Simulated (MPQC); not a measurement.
# One shape, several levels: CH2AlN (AlH2(CN))

We compute a comparison of 6 runs (HF/STO-3G, HF/def2-SVP, HF/aug-cc-pVDZ, HF/def2-TZVP, PBE0/def2-SVP, MP2/def2-SVP) of CH2AlN (AlH2(CN)). 

The calculation is run with MPQC 2.3.1.

### 1 The molecule

CH2AlN has 5 atoms, charge 0, and is taken as a singlet. As SMILES, `[H][Al]([H])[C]#N`. The shape comes from GFN2-xTB, which is rough for such elements, and wasn't checked as a minimum.

Bond lengths: Al1–C4 1.977 Å, C4–N5 1.154 Å, Al1–H2 1.545 Å, Al1–H3 1.546 Å. Angles: Al1–C4–N5 179.7°, H2–Al1–C4 120.1°, H3–Al1–C4 120.4°, H2–Al1–H3 119.5°.

### 2 Energy and forces at HF/STO-3G (run 1)

File job.in:

```
% CH2AlN
molecule<Molecule>: (
   symmetry = c1
   unit = bohr
   { atoms geometry } = {
      Al [ 0.66767803 1.16420357 0.01500443 ]
      H  [ 3.58588760 1.16860664 0.11100251 ]
      H  [ -0.77524125 3.70354195 -0.04505107 ]
      C  [ -1.19946586 -2.07068630 -0.02787346 ]
      N  [ -2.27883963 -3.96564696 -0.05306351 ]
   }
)
basis<GaussianBasisSet>: (
   name = "STO-3G"
   molecule = $:molecule
   basisdir = "."
   puream = yes
)
mpqc: (
   checkpoint = no
   savestate = no
   restart = no
   do_energy = yes
   do_gradient = yes
   optimize = no
   mole<CLHF>: (
      molecule = $:molecule
      basis = $:basis
      total_charge = 0
      memory = 1000000000
      print_evals = yes
      print_npa = yes
      maxiter = 120
      value_accuracy = 1e-08
      guess_wavefunction<CLHF>: (
         molecule = $:molecule
         total_charge = 0
         memory = 1000000000
         value_accuracy = 1e-3
         basis<GaussianBasisSet>: (
            name = "STO-3G"
            molecule = $:molecule
         )
      )
   )
)
```

The basis set STO-3G is read from a file made from the Basis Set Exchange's data (not shown).

On the command line:

```bash
mpqc -o job.out job.in
```

The program printed:

```text
MPQC: Massively Parallel Quantum Chemistry
[...]
  LUMO is    15   A =   0.257675
  total scf energy = -331.3165176498
[...]
Value of the MolecularEnergy: -331.3165176498
  Gradient of the MolecularEnergy:
      1   -0.0023723859
      2   -0.0043213937
      3   -0.0001306363
      4    0.0343431917
      5    0.0058452094
      6    0.0011159667
      7   -0.0119984913
      8    0.0330931400
      9   -0.0005438901
     10   -0.0226886089
     11   -0.0390618460
     12   -0.0004972540
[...]
      symmetry = c1
[...]
```

Wall time 0.2 s (1 thread of Arm Neoverse V2, shared host).

### 3 Energy and gradient at HF/def2-SVP (run 2)

File mol.in:

```
% emacs should use -*- KeyVal -*- mode
molecule<Molecule>: (
   symmetry = c1
   unit = bohr
   { atoms geometry } = {
      Al [ 0.66767803     1.16420357     0.01500443 ]
      H  [ 3.58588760     1.16860664     0.11100251 ]
      H  [ -0.77524125     3.70354195    -0.04505107 ]
      C  [ -1.19946586    -2.07068630    -0.02787346 ]
      N  [ -2.27883963    -3.96564696    -0.05306351 ]
   }
)
basis<GaussianBasisSet>: (
   name = "def2-SVP"
   molecule = $:molecule
   basisdir = "."
   puream = yes
)
mpqc: (
   checkpoint = no
   savestate = no
   restart = no
   do_energy = yes
   do_gradient = yes
   optimize = no
   mole<CLHF>: (
      molecule = $:molecule
      basis = $:basis
      total_charge = 0
      memory = 1000000000
      print_evals = yes
      print_npa = yes
      maxiter = 120
      value_accuracy = 1e-08
      guess_wavefunction<CLHF>: (
         molecule = $:molecule
         total_charge = 0
         memory = 1000000000
         value_accuracy = 1e-3
         basis<GaussianBasisSet>: (
            name = "MINI (Huzinaga)"
            molecule = $:molecule
         )
      )
   )
)
```

The basis set def2-SVP is read from a file made from the Basis Set Exchange's data (not shown).

On the command line:

```bash
mpqc mol.in > mol.out
```

The program printed:

```text
MPQC: Massively Parallel Quantum Chemistry
[...]
  LUMO is    15   A =   0.011817
  total scf energy = -335.2415812479
[...]
Value of the MolecularEnergy: -335.2415812479
  Gradient of the MolecularEnergy:
      1    0.0028670483
      2    0.0046698701
      3    0.0000277352
      4   -0.0067549078
      5    0.0043231527
      6   -0.0002307849
      7    0.0070620466
      8   -0.0034364009
      9    0.0002622162
     10    0.0170650620
     11    0.0301813019
     12    0.0004177029
[...]
      symmetry = c1
[...]
```

It took 2.5 s on 1 thread of Arm Neoverse V2, shared host; peak memory 0.16 GiB.

Runs 3 to 5 aren't shown in full; the table further down has their settings and results.

### 4 Energy and forces at MP2/def2-SVP (run 6)

File input.in:

```
% CH2AlN
molecule<Molecule>: (
  symmetry = c1
  unit = angstrom
  { atoms geometry } = {
    Al [ 0.353320       0.616070       0.007940 ]
    H  [ 1.897570       0.618400       0.058740 ]
    H  [ -0.410240       1.959830      -0.023840 ]
    C  [ -0.634730      -1.095760      -0.014750 ]
    N  [ -1.205910      -2.098530      -0.028080 ]
  }
)
basis<GaussianBasisSet>: (
  name = "def2-SVP"
  molecule = $:molecule
  basisdir = "."
  puream = yes
)
mpqc: (
  checkpoint = no
  savestate = no
  restart = no
  do_energy = yes
  do_gradient = yes
  optimize = no
  mole<MBPT2>: (
    molecule = $:molecule
    basis = $:basis
    memory = 1000000000
    method = mp
    nfzc = 7
    reference<CLHF>: (
      molecule = $:molecule
      basis = $:basis
      total_charge = 0
      memory = 1000000000
      print_evals = yes
      maxiter = 120
      value_accuracy = 1e-08
      guess_wavefunction<CLHF>: (
        molecule = $:molecule
        total_charge = 0
        memory = 1000000000
        value_accuracy = 1e-3
        basis<GaussianBasisSet>: (
          name = "3-21G"
          molecule = $:molecule
        )
      )
    )
  )
)
```

The basis set def2-SVP is read from a file made from the Basis Set Exchange's data (not shown).

On the command line:

```bash
mpqc input.in > input.out
```

The program printed:

```text
MPQC: Massively Parallel Quantum Chemistry
[...]
  LUMO is    15   A =   0.011817
  total scf energy = -335.2415812531
[...]
  MP2 correlation energy [au]:         -0.338648247828
  MP2 energy [au]:                   -335.580229500892
[...]
Value of the MolecularEnergy: -335.5802295009
  Gradient of the MolecularEnergy:
      1    0.0047889396
      2    0.0080159810
      3    0.0000740936
      4   -0.0065923303
      5    0.0037124846
      6   -0.0002228765
      7    0.0064483179
      8   -0.0036028185
      9    0.0002423820
     10   -0.0373835226
     11   -0.0654470510
     12   -0.0008535344
[...]
        symmetry = c1
[...]
```

Run time: 6.3 s. Hardware: 1 thread of Arm Neoverse V2, shared host; peak memory 0.25 GiB.

### 5 All runs side by side

| run | level | starting guess | integration grid | energy (Eh) | HOMO energy (eV) | LUMO energy (eV) | HOMO–LUMO gap (eV) | wall time |
| --- | --- | --- | --- | --- | --- | --- | --- | --- |
| 1 | HF/STO-3G | STO-3G | – | -331.316518 | -9.89 | 7.01 | 16.90 | 0.2 s |
| 2 | HF/def2-SVP | MINI (Huzinaga) | – | -335.241581 | -12.37 | 0.32 | 12.69 | 2.5 s |
| 3 | HF/aug-cc-pVDZ | STO-2G | – | -335.404133 | -12.38 | -0.02 | 12.35 | 24 s |
| 4 | HF/def2-TZVP | STO-3G | – | -335.436644 | -12.41 | 0.21 | 12.62 | 28 s |
| 5 | PBE0/def2-SVP | MINI (Huzinaga) | xfine | -336.080862 | -9.17 | -2.50 | 6.67 | 15 s |
| 6 | MP2/def2-SVP | 3-21G | – | -335.580230 | -12.37 | 0.32 | 12.69 | 6.3 s |

### 6 What came out

| quantity | value |
| --- | --- |
| run 6: total energy | -335.58023 Eh |
| run 6: HOMO energy (Hartree–Fock orbitals) | -12.37 eV |
| run 6: LUMO energy (Hartree–Fock orbitals) | 0.32 eV |
| run 6: HOMO–LUMO gap (Hartree–Fock orbitals) | 12.69 eV |
| run 6: correlation energy (7 core orbitals frozen) | -338.6 mEh |
| run 6: largest force on an atom | 3.876 eV/Å |

In words: Over runs 1, 2, 3, 4, 5 the HOMO–LUMO gap runs from 6.67 eV (PBE0/def2-SVP) to 16.90 eV (HF/STO-3G). The two ends differ in method and basis. In run 1 the basis is minimal, so the values are rough. All runs together took 76 s, the longest 28 s.
